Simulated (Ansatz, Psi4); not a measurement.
From Ansatz to Psi4

This Ansatz 0.2.0 job computes doublet AlH+:

run.yaml:
```yaml
crystal:
  periodic: [false, false, false]
  atoms:
    - {symbol: Al, position_ang: [-0.000000, 0.000000, -0.025640]}
    - {symbol: H, position_ang: [0.000000, -0.000000, 1.639110]}
basis:
  gaussian: {orbitals: def2-TZVPPD.json}
total_charge: 1
magnetization: {spin_polarized: true, initial_magnetization: 1}
correlation: {method: mp2, frozen_orbitals: {Al: 5, H: 0}}
accuracy: high
```

```bash
$ ansatz run run.yaml --threads 1 --pin off --max-ram 3480MiB --events-out events.jsonl --progress --plain --runs-dir runs
```

(Basis files named in the input come from the Basis Set Exchange and aren't shown.)

Geometry: relaxed at PBE0-D4/def2-TZVP. That shape belongs to the parent species and isn't relaxed for this state.

It gives a total energy of -242.224502 Eh.

Question: How is this level of theory, on these atoms, set up in Psi4 1.11 as an input file of the program's own?

Answer: This input was run:

alh.in:
```
memory 2200 MB

molecule {
  1 2
  Al     0.000000     0.000000    -0.025640
  H      0.000000     0.000000     1.639110
  symmetry c1
  no_reorient
  no_com
}

set basis def2-TZVPPD
set reference uhf
set puream true
set e_convergence 1e-09
set d_convergence 1e-08
set scf_type pk
set num_frozen_docc 5
set mp2_type conv
set maxiter 100

energy("mp2")
print_variables()
```

```bash
$ psi4 alh.in alh.out -n 1
```

Its energy is -242.224502 Eh, the same as the first but for the last digit, at most.
